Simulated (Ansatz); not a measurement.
## N–CH2⁺, triplet: the ladder up to UCCSDT(Q)

Geometry: that of the N–CH2, doublet, kept fixed.

```yaml
atoms:
  - { symbol: N, position_ang: [0.0000, 0.0000, 0.6600] }
  - { symbol: C, position_ang: [0.0000, 0.0000, -0.5768] }
  - { symbol: H, position_ang: [0.0000, -0.9374, -1.1497] }
  - { symbol: H, position_ang: [0.0000, 0.9373, -1.1497] }
```

Basis cc-pVDZ; Ansatz 0.2.0. Correlated methods freeze the noble-gas cores, which leaves 10 electrons in 36 orbitals. R marks a restricted (for open shells ROHF) determinant, U an unrestricted one. Active spaces: valence = (10e, 10o) chosen from the atoms' valence shells.

Full CI isn't at hand for all of this; UCCSDT(Q) serves as the reference, and is uncertain by the last step of the cluster series or more. The frozen core follows each run's orbitals, which can shift R against U totals by a few meV.

For open shells CISD is restricted-active-space CI with the open shells as a complete middle space.

The UHF ⟨S²⟩ is 2.010 and the T1 diagnostic (RCCSD) is 0.0238. The largest doubles amplitude (RCCSD) is 0.050 and the T1 diagnostic (UCCSD) is 0.0206.

| level | E − E(RHF) (eV) |
| --- | --- |
| UHF | -0.1594 |
| RMP2 | -5.5335 |
| UMP2 | -5.5216 |
| RCCSD | -6.4689 |
| UCCSD | -6.4717 |
| RCCSD(T) | -6.6192 |
| UCCSD(T) | -6.6197 |

Task: Estimate how far UCCSDT(Q) in cc-pVDZ lies from RCCSD(T). The table doesn't fix it; the size of (T) and the diagnostics are the guide.

Result: UCCSDT(Q) in cc-pVDZ lies 0.80 kcal/mol below RCCSD(T), which is 23 % of the (T) step (-3.47 kcal/mol). The diagnostics are small and one determinant leads, so the series closes fast and only a small part of (T) is left.

The other levels:

```tsv
level	E − E(UCCSDT(Q)) (kcal/mol)	share of correlation (%)	wall time
CISD	12.21	92.04	1.5 s
BCCD(T)	0.79	99.49	1.8 s
RCCSDT	0.22	99.86	–
UCCSDT	0.19	99.87	–
RCCSDT(Q)	0.03	99.98	12 s
CASSCF (valence space)	95.66	37.66	–
NEVPT2 (valence space)	19.16	87.51	5 s
MRCISD (valence space)	4.69	96.94	–
MRCISD+Q (valence space)	0.39	99.74	7.5 s
```

The correlation energy at UCCSDT(Q), counted from RHF, is -6.654 eV. That run took 11 s on 1 thread of Arm Neoverse V2, shared host.

Times hold each run's SCF and search for its determinant on a shared host, so for small cases they say little of a method's own cost; they ran on 1 thread of Arm Neoverse V2. Some runs computed forces too.

Natural occupations of CASSCF (valence space) about the gap: 1.986 1.979 1.975 1.974 1.003 0.994 0.027 0.021 0.021 0.018; effectively unpaired electrons, Σ n²(2−n)², 2.02.
